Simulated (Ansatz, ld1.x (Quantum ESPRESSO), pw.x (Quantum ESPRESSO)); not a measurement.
**S (Z = 16): one change to the RRKJ potential, in the atom and in the bcc crystal**

* Element: S (Z = 16)
* Generator: ld1.x (Quantum ESPRESSO) 7.5
* Type: norm-conserving RRKJ (Kleinman–Bylander form)
* Functional: LDA (PW92)
* Relativity: scalar-relativistic
* Frozen core: [Ne]
* Valence charge: 6
* Reference configuration: 3s1.75 3p4.25
* Partial waves: 3s (bound): rc 1.25 bohr; 3p (bound): rc 1.65 bohr; 3d channel at 0.3 Ry: rc 1.60 bohr
* Local potential: all-electron potential smoothed inside 0.95 bohr (lloc = -1)
* Core correction: a·sin(br)/r model core inside 1.20 bohr

Change: local potential all-electron potential smoothed inside 1.12 bohr (lloc = -1).

Cutoffs, loose and tight: the cutoffs (Ry, on a coarse ladder) from which the occupation-weighted sum of valence levels, in a spherical-Bessel basis at the reference potential, stays within 10 and 1 mRy of its value at 400 Ry. They do not see the model core or the augmentation charge, which bear on the density cutoff. Test errors are all-electron minus pseudo excitation energies from the reference, over the configurations 3s2 3p4; 3s2 3p3; 3s2 3p2; 3s2 3p1; 3s0 3p6; 3s2 3p0; 3s1 3p5 (two spin-polarised tests are not counted in the largest error); variants that change the core or the reference have their own tests.

Crystal test: bcc S in pw.x 7.5, no spin, 15³ k-points, Fermi–Dirac smearing 0.01 Ry, cutoffs set for each file from its atomic test. The reference is all-electron LAPW (Ansatz 0.2.0) with the same functional, mesh and smearing; V0 and B0 come from Birch–Murnaghan fits to the pressures at five volumes. Errors are pseudo minus all-electron; Δ is the rms difference of the E(V) curves that follow from these fits, minima aligned, over ±6 % about the mean V0. Mesh and smearing are coarse, so the numbers serve the comparison and aren't converged zero-temperature values; the lattice is a test structure that the element need not adopt.

All-electron: a0 = 3.088 Å (V0 = 14.72 Å³/atom), B0 = 102.5 GPa.

Task: Does the change bring the crystal closer to the all-electron result?

Result: The mean pressure error goes from -0.89 to -0.52 GPa, so the change moves the solid closer to the all-electron pressures. At 80 % of its cutoff the pressure of the changed file moves by -0.61 GPa.

| quantity | base | changed |
| --- | --- | --- |
| outcome (atom) | generated | generated |
| cutoff, loose (atom) | 35 Ry | 35 Ry |
| cutoff, tight (atom) | 50 Ry | 50 Ry |
| bound ghosts (atom) | none | none |
| largest test error (meV) (atom) | +483 | +372 |
| cutoffs in pw.x (Ry) | 60/240 | 60/240 |
| a0 (Å) | 3.079 | 3.082 |
| a0 error (%) | -0.28 | -0.16 |
| B0 error (%) | +1.1 | +0.5 |
| Δ (meV/atom) | 2.8 | 1.6 |
| mean pressure error (GPa) | -0.89 | -0.52 |

Base: The logarithmic derivative shows an extra or strongly shifted pseudo pole above the reference energy (s near 0.66 Ry). The atomic cutoffs weigh occupied waves only.
